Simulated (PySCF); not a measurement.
hydrogen sulfide (H₂S), SMILES S.

The structure is a stationary point at PBE-D3(BJ)/def2-TZVPD.

Lowest vertical singlet excitation by several levels in PySCF, with rough processor times relative to the cheapest run on one machine. Each run also gave further roots (ADC and EOM-CCSD ionised and attached states too); roots are paired by order and the bases differ. EOM-CCSD serves as a yardstick, not as the true value; all levels that ended soundly for this molecule are listed, with differences from unrounded values.

```csv
level,relative cost
TDA-PBE0/def2-TZVPD,1
EOM-CCSD/aug-cc-pVDZ,1
TDDFT-M06-2X/def2-TZVPD,5
ADC(3)/aug-cc-pVDZ,8
```

Computed S1 at each level and its distance from EOM-CCSD:
```tsv
level	S1 (eV)	S1 minus EOM-CCSD (eV)
TDA-PBE0/def2-TZVPD	5.95	-0.14
EOM-CCSD/aug-cc-pVDZ	6.09	0.00
TDDFT-M06-2X/def2-TZVPD	5.71	-0.38
ADC(3)/aug-cc-pVDZ	6.02	-0.07
```
